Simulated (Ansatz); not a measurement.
A nudged elastic band was laid between two geometries of AlH7N2 (10 atoms, charge 0, multiplicity 1).

The calculation used Ansatz 0.2.0, RHF/def2-SVP.

```json
{
 "movable images": "5",
 "climbing image": "yes",
 "spring": "5.0 eV/Å²",
 "optimiser": "quadratic models (default)",
 "start path": "through a guess of the saddle point",
 "force threshold": "0.03 eV/Å",
 "iteration limit": "60",
 "end points": "relaxed"
}
```

Initial state:

```xyz
10
Properties=species:S:1:pos:R:3
Al 0.027 0.112 0.009
H -0.164 -0.854 1.269
N 1.661 0.087 -0.771
H 2.427 -0.461 -0.429
H 1.813 0.286 -1.742
H -1.212 0.396 -0.961
N 0.075 1.958 1.031
H 0.976 2.368 0.840
H -0.636 2.602 0.720
H -0.017 1.851 2.028
```

Final state:

```xyz
10
Properties=species:S:1:pos:R:3
Al 0.242 0.713 -0.827
H -0.571 0.304 3.622
N 1.817 0.061 -1.308
H 1.941 -0.669 -1.983
H 2.710 0.348 -0.957
H -1.074 0.160 -1.496
N 0.130 1.985 0.407
H 0.896 2.417 0.886
H -0.728 2.417 0.692
H -0.413 0.608 2.957
```

Q: Which bonds break or form, and what moves?

A: Bonds broken: Al1–H2, N7–H10. Bonds formed: H2–H10. AlH7N2 becomes AlH5N2 + H2.

Q: Give the energies along the band, and the barrier.

A: The run converged. The highest image is number 3 of 0 to 6, 181.1 kJ/mol above the first end and 131.9 kJ/mol above the last; the last end lies 49.2 kJ/mol above the first. The profile has 2 maxima (images 1, 3) with wells between them (image 2): this band takes more than one step, which may be the mechanism or a detour left from its start path. Neighbouring images differ by up to 1.9 eV, so the band resolves the path poorly. A vibrational analysis at the climbing image gives one clearly imaginary mode, 1743i cm⁻¹: a first-order saddle point. The orbitals stay closed-shell, which can raise the energy where a bond breaks towards radicals; this wasn't checked here.

```
image  path coordinate (Å)  energy (kJ/mol)  Al1–H2 (Å)  N7–H10 (Å)  H2–H10 (Å)
    0                 0.00              0.0        1.60        1.01        2.81
    1                 2.05             17.4        1.60        1.01        2.98
    2                 4.10              0.3        1.60        1.01        2.92
    3                 6.14            181.1        1.85        1.37        1.01
    4                 7.35             58.7        2.83        2.54        0.75
    5                 8.55             50.2        3.87        2.94        0.75
    6                 9.75             49.2        4.54        2.95        0.75
```

Q: What is the geometry of the highest image?

A: 
```xyz
10
Properties=species:S:1:pos:R:3
Al 0.111 0.397 -0.099
H 0.012 0.012 1.704
N 1.684 -0.010 -0.823
H 1.815 -0.763 -1.471
H 2.578 0.360 -0.564
H -1.234 -0.123 -0.738
N 0.009 2.096 0.776
H 0.816 2.688 0.879
H -0.814 2.671 0.713
H -0.028 1.017 1.617
```

Time of the run: 77 s on 2 threads of Arm Neoverse V1, on a shared host, peak memory 0.14 GiB.
